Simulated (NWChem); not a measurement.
Program: NWChem. System: nitrogen dioxide (NO₂), charge 0, spin multiplicity 2, at a geometry optimised with UB3LYP/def2-SVP. Its SCF solution wasn't tested for a lower state. Level: UMP2/def2-TZVP, 3 core orbitals frozen.

Part of the output:

```
             Northwest Computational Chemistry Package (NWChem) 7.3.0
             --------------------------------------------------------

                                NWChem Input Module
                                -------------------

 Scaling coordinates for geometry "geometry" by  1.889725989
 (inverse scale =  0.529177249)

 Turning off AUTOSYM since
 SYMMETRY directive was detected!

                             Geometry "geometry" -> ""
                             -------------------------

 Output coordinates in angstroms (scale by  1.889725989 to convert to a.u.)

  No.       Tag          Charge          X              Y              Z
 ---- ---------------- ---------- -------------- -------------- --------------
    1 O                    8.0000    -1.09943700     0.00000000     0.13993500
    2 N                    7.0000     0.00000000     0.00000000    -0.31985200
    3 O                    8.0000     1.09943700     0.00000000     0.13993500

 Effective nuclear repulsion energy (a.u.)      65.1357033684

            Nuclear Dipole moment (a.u.)
            ----------------------------
        X                 Y               Z
 ---------------- ---------------- ----------------
     0.0000000000     0.0000000000    -0.0000075589

      Symmetry information
      --------------------

 Group name             C2v
 Group number             16
 Group order               4
 No. of unique centers     2

      Symmetry unique atoms

     1    2


 Summary of "ao basis" -> "" (spherical)
 ------------------------------------------------------------------------------
       Tag                 Description            Shells   Functions and Types
 ---------------- ------------------------------  ------  ---------------------
 *                         def2-tzvp                  on all atoms

 Summary of "ao basis" -> "ao basis" (spherical)
 ------------------------------------------------------------------------------
       Tag                 Description            Shells   Functions and Types
 ---------------- ------------------------------  ------  ---------------------
 O                         def2-tzvp                11       31   5s3p2d1f
 N                         def2-tzvp                11       31   5s3p2d1f

                                 NWChem SCF Module
                                 -----------------

  ao basis        = "ao basis"
  functions       =    93
  atoms           =     3
  alpha electrons =    12
  beta  electrons =    11
  charge          =   0.00
  wavefunction    = UHF
  use symmetry    = T
  symmetry adapt  = T

 Summary of "ao basis" -> "ao basis" (spherical)
 ------------------------------------------------------------------------------
       Tag                 Description            Shells   Functions and Types
 ---------------- ------------------------------  ------  ---------------------
 O                         def2-tzvp                11       31   5s3p2d1f
 N                         def2-tzvp                11       31   5s3p2d1f

      Symmetry analysis of basis
      --------------------------

        a1         35
        a2         13
        b1         28
        b2         17

 Forming initial guess at       0.0s

   Symmetry analysis of molecular orbitals - initial alpha
   -------------------------------------------------------

  Numbering of irreducible representations:

     1 a1          2 a2          3 b1          4 b2

  Orbital symmetries:

     1 b1          2 a1          3 a1          4 a1          5 b1
     6 a1          7 a1          8 b1          9 b2         10 b1
    11 a2         12 a1         13 b2         14 a1         15 b1
    16 a1         17 b2         18 a1         19 b1         20 a1
    21 a2         22 a1

   Symmetry analysis of molecular orbitals - initial beta
   ------------------------------------------------------

  Numbering of irreducible representations:

     1 a1          2 a2          3 b1          4 b2

  Orbital symmetries:

     1 b1          2 a1          3 a1          4 a1          5 b1
     6 a1          7 b2          8 b1          9 a1         10 a2
    11 b1         12 a1         13 b2         14 a1         15 b1
[...]
    67     -2.645668  3 O  s                 45      1.737070  2 N  pz
    12     -1.368375  1 O  px                74      1.368375  3 O  px
    35     -0.357378  2 N  s                 42      0.332522  2 N  pz
    39      0.171205  2 N  pz

 center of mass
 --------------
 x =   0.00000000 y =   0.00000000 z =  -0.00009920

 moments of inertia (a.u.)
 ------------------
           7.352844878743           0.000000000000           0.000000000000
           0.000000000000         145.439008769057           0.000000000000
           0.000000000000           0.000000000000         138.086163890314

  Mulliken analysis of the total density
  --------------------------------------

    Atom       Charge   Shell Charges
 -----------   ------   -------------------------------------------------------
    1 O    8     8.30   0.79  1.18  0.60  0.99  0.34  1.79  1.90  0.65  0.01  0.05  0.00
    2 N    7     6.41   0.82  1.16  0.61  0.64  0.14  1.35  1.24  0.24  0.03  0.16  0.02
    3 O    8     8.30   0.79  1.18  0.60  0.99  0.34  1.79  1.90  0.65  0.01  0.05  0.00

  Mulliken analysis of the alpha density
  --------------------------------------

    Atom       Charge   Shell Charges
 -----------   ------   -------------------------------------------------------
    1 O    8     4.27   0.40  0.59  0.30  0.50  0.16  0.97  1.00  0.32  0.00  0.02  0.00
    2 N    7     3.46   0.41  0.58  0.33  0.33  0.11  0.79  0.70  0.10  0.02  0.08  0.01
    3 O    8     4.27   0.40  0.59  0.30  0.50  0.16  0.97  1.00  0.32  0.00  0.02  0.00

   Mulliken analysis of the beta density
   -------------------------------------

    Atom       Charge   Shell Charges
 -----------   ------   -------------------------------------------------------
    1 O    8     4.02   0.40  0.59  0.29  0.49  0.18  0.82  0.90  0.33  0.00  0.02  0.00
    2 N    7     2.95   0.41  0.58  0.28  0.31  0.03  0.56  0.55  0.13  0.02  0.08  0.01
    3 O    8     4.02   0.40  0.59  0.29  0.49  0.18  0.82  0.90  0.33  0.00  0.02  0.00

   Mulliken analysis of the spin density
   -------------------------------------

    Atom       Charge   Shell Charges
 -----------   ------   -------------------------------------------------------
    1 O    8     0.25   0.00 -0.00  0.01  0.01 -0.02  0.15  0.10 -0.01  0.00 -0.00  0.00
    2 N    7     0.50   0.00 -0.00  0.05  0.02  0.08  0.23  0.15 -0.03  0.00  0.00 -0.00
    3 O    8     0.25   0.00 -0.00  0.01  0.01 -0.02  0.15  0.10 -0.01  0.00 -0.00  0.00

       Multipole analysis of the density wrt the origin
       ------------------------------------------------

     L   x y z        total         alpha         beta         nuclear
     -   - - -        -----         -----         ----         -------
     0   0 0 0     -0.000000    -12.000000    -11.000000     23.000000

     1   1 0 0     -0.000000     -0.000000     -0.000000      0.000000
     1   0 1 0      0.000000      0.000000      0.000000      0.000000
     1   0 0 1     -0.264500      0.098975     -0.363467     -0.000008

     2   2 0 0    -13.754610    -42.632397    -40.187266     69.065053
     2   1 1 0      0.000000     -0.000000      0.000000      0.000000
     2   1 0 1     -0.000000      0.000000     -0.000000      0.000000
     2   0 2 0    -11.027590     -5.644478     -5.383112      0.000000
     2   0 1 1     -0.000000     -0.000000     -0.000000      0.000000
     2   0 0 2    -11.407610     -8.380602     -6.703226      3.676218

                   NWChem MP2 Semi-direct Energy/Gradient Module
                   ---------------------------------------------

  Basis functions       =     93
  Molecular orbitals    =     93
  Frozen core           =      3
  Frozen virtuals       =      0
  Active alpha occupied =      9
  Active beta occupied  =      8
  Active alpha virtual  =     81
  Active beta virtual   =     82
  Use MO symmetry       = T
  Use skeleton AO sym   = T

  AO/Fock/Back tols     =   1.0D-09  1.0D-09  1.0D-09

 GA uses MA = F    GA memory limited = T

 Available:
  local mem=  1.26D+08
 global mem=  1.44D+08
 local disk=  0.00D+00
  mp2_memr nvloc                    81
  nvloc new                    81
   1 passes of   9:        5242880                      54079                  10769514.
   1 passes of   9: M    126153198           G      144161902           F     120910318.

 Semi-direct pass number   1 of   1  for UHF alpha       at        1.2s
  vrange nnbf                  4339
  mp2_eaftype                    41  avail_ma_in_mb                  1099
 EAF : mp2_eaftype filesize          41    5384757.
  mp2_eaf for mointskh                     41
Node 0 wrote     25.3 Mb in      0.0 s     Agg I/O rate:  2282.7 Mb/s
 Done moints_semi at        2.4s
  mp2_eaftype                    41  avail_ma_in_mb                  1058
 EAF : mp2_eaftype filesize          41    5384757.
  mp2_eaf for kh                    41
 Done maket at        2.5s
 Done multipass loop at        2.5s

 GA uses MA = F    GA memory limited = T

 Available:
  local mem=  1.26D+08
 global mem=  1.44D+08
 local disk=  0.00D+00
  mp2_memr nvloc                    82
  nvloc new                    82
   1 passes of   8:        5242880                      50430                   9692574.
   1 passes of   8: M    126153198           G      144161902           F     120910318.

 Semi-direct pass number   1 of   1  for UHF beta        at        2.6s
  vrange nnbf                  4339
  mp2_eaftype                    36  avail_ma_in_mb                  1099
 EAF : mp2_eaftype filesize          36    4846287.
  mp2_eaf for mointskh                     36
Node 0 wrote     22.8 Mb in      0.0 s     Agg I/O rate:  1057.3 Mb/s
 Done moints_semi at        3.6s
  mp2_eaftype                    36  avail_ma_in_mb                  1063
 EAF : mp2_eaftype filesize          36    4846287.
  mp2_eaf for kh                    36
 Done maket at        3.7s
 Done multipass loop at        3.7s

          -------------------------------------------
          SCF energy                -204.120630535315
          Correlation energy          -0.665974183578
          Singlet pairs                0.000000000000
          Triplet pairs                0.000000000000
          Total MP2 energy          -204.786604718893
          -------------------------------------------

          ---------------------------------------------------
                    Spin Component Scaled (SCS) MP2
          Same spin pairs                     -0.182892046798
          Same spin scaling factor             0.333333333333
          Opposite spin pairs                 -0.483082136780
          Opposite spin scaling fact.          1.200000000000
          SCS-MP2 correlation energy          -0.640662579735
          Total SCS-MP2 energy              -204.761293115050
          ---------------------------------------------------

 -----------------------
 Performance information
 -----------------------

 Timer overhead =  9.62D-08 seconds/call

               Nr. of calls         CPU time (s)                 Wall time (s)                GFlops
             ---------------    -------------------     ------------------------------   -------------------
Name         Min   Avg   Max    Min     Avg     Max     Min     Avg     Max   Mx/calls   Min     Max     Sum
mp2: moin     2     2     2    2.3     2.3     2.3      2.3     2.3     2.3     1.2      0.0     0.0     0.0
mp2: make     2     2     2   0.17    0.17    0.17     0.17    0.17    0.17    8.52E-2   0.0     0.0     0.0
mp2: tota     1     1     1    2.6     2.6     2.6      2.6     2.6     2.6     2.6      0.0     0.0     0.0

 The average no. of pstat calls per process was 5.00D+00
 with a timing overhead of 4.81D-07s

 Task  times  cpu:        3.7s     wall:        3.7s

 Total times  cpu:        3.7s     wall:        3.7s
```

Q: Write an NWChem input that would produce this output.

A: Several could match; the one computed here: 
```
start mol
memory heap 200 mb stack 900 mb global 1100 mb
geometry units angstroms nocenter noautoz
  O     -1.099437     0.000000     0.139935
  N      0.000000     0.000000    -0.319852
  O      1.099437     0.000000     0.139935
  symmetry group C2v
end
basis spherical
  * library def2-tzvp
end
scf
  uhf
  nopen 1
  maxiter 100
  thresh 1e-7
  semidirect memsize 60000000 filesize 0
  # guess.movecs holds the orbitals of an unrestricted PBE0 run
  vectors input guess.movecs output mol.movecs
end
mp2
  freeze core 3
end
task mp2 energy
```
